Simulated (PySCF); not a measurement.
Process, species as SMILES: C=C (C2H4) → C=[CH-] + H+
B3LYP-D3(BJ)/def2-TZVP geometries, fixed; electronic energies without zero-point terms.
Largest species:
```
C
C 1 1.3246
H 1 1.0833 2 121.73
H 2 1.0833 1 121.73 3 180.00
H 1 1.0833 3 116.54 2 -180.00
H 2 1.0833 4 116.54 1 180.00
```

Effect of the auxiliary basis of density fitting at B3LYP/def2-SVP with PySCF, against the last row, where the deprotonation energy is 428.52 kcal/mol.

| setting | fitting functions, largest species | largest shift of a total energy (mEh) | shift of the deprotonation energy (kcal/mol) |
|---|---|---|---|
| density fitting: autoaux | 302 | 0.007 | 0.005 |
| density fitting: def2-universal-jkfit | 222 | -0.031 | -0.001 |
| density fitting: cc-pvtz-jkfit | 278 | -0.036 | -0.004 |
| density fitting: cc-pvqz-jkfit | 416 | -0.022 | -0.002 |
| density fitting: none | - | 0.000 | 0.000 |

Within 0.02 kcal/mol in the deprotonation energy: density fitting: autoaux; density fitting: def2-universal-jkfit; density fitting: cc-pvtz-jkfit; density fitting: cc-pvqz-jkfit. The largest shift is 0.036 mEh in a total energy and 0.005 kcal/mol in the difference.
